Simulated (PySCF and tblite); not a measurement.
1,2-difluoroethane, C2H4F2, numbered as in [F:1][CH2:2][CH2:3][F:4].

The ensemble was built from 90 distance-geometry starts (ETKDG and KDG, MMFF94s, GFN2-xTB) and rests on PBE0-D3(BJ)/def2-SVP geometries. Weights use B3LYP-D3(BJ)/def2-TZVP energies plus GFN2-xTB zero-point and thermal terms (modes under about 100 cm⁻¹ blended into free rotors). Symmetry numbers and mirror images are counted. Conformers within 3 kcal/mol (GFN2-xTB free energy) were kept, 8 at most. GIAO shieldings: B97-2/pcSseg-2. Shifts are against TMS (¹H), TMS (¹³C), CFCl3 (¹⁹F) at the same level. Run with PySCF (density fitting) and tblite.

Torsions listed: F1–C2–C3–F4. Of a mirror pair one member is shown.

```csv
conformer,shape,weight %,dipole D
1,71°,91.2,2.56
2,180°,8.8,0.00
```

(1) How does the computed dipole moment compare with the measured one in the gas phase?

Results:

(1) Computed: 2.56 D in the leading conformer, 2.44 D as root mean square over the ensemble. Measured: 0 D (NIST CCCBDB Release 22 (SRD 101), experimental dipoles), which may belong to one conformer.
